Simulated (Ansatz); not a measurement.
in.yaml

```yaml
crystal:
  periodic: [false, false, false]
  atoms:
    - {symbol: B, position_ang: [0.000000, -1.356815, -0.905184]}
    - {symbol: Ge, position_ang: [0.000000, 0.055950, 0.757740]}
    - {symbol: P, position_ang: [0.000000, 0.342363, -1.461116]}
basis:
  gaussian: {orbitals: cc-pVDZ}
magnetization: {spin_polarized: true, initial_magnetization: 4}
hamiltonian: {xc: hf}
output: {orbitals: {seedname: orbitals}}
```

```sh
$ ansatz run in.yaml --threads 1 --pin off --events-out ev --progress --plain --max-ram 2393MiB
```

(1) Roughly how long does this take on 1 thread of Arm Neoverse V2, shared host, and how much host memory?

```
654 factors; integrals over basis functions are off by at most 7.8e-4 eV
mean field evaluation 1: about -66410.3273 eV, gradient 7.5e0 eV
mean field evaluation 2: about -66410.5365 eV, gradient 7.6e0 eV
mean field evaluation 4: about -66411.8120 eV, gradient 1.9e0 eV
mean field evaluation 8: about -66411.9752 eV, gradient 3.3e-1 eV
mean field evaluation 16: about -66411.9879 eV, gradient 3.3e-4 eV
mean field evaluation 32: about -66411.9607 eV, gradient 3.0e-1 eV
mean field evaluation 64: about -66408.1324 eV, gradient 1.2e1 eV
mean field evaluation 96: about -66411.3748 eV, gradient 4.4e0 eV
mean field evaluation 128: about -66411.6406 eV, gradient 3.4e-1 eV
mean field evaluation 160: about -66411.9859 eV, gradient 9.9e-2 eV
mean field -66411.98790344 eV, -2440.5955397893 hartree, gradient 2.3e-5 eV, S^2 6.029270; 3 other end points of the search recorded, 0 dependent functions left out
reference -66411.98790344 eV, -2440.5955397893 hartree; 28, 24 occupied and 31, 35 virtual orbitals, 654 factors
Total energy: -66411.98790344 eV, -2440.5955397893 hartree
```

## Answers

(1) 3.5 s wall and 0.14 GiB.
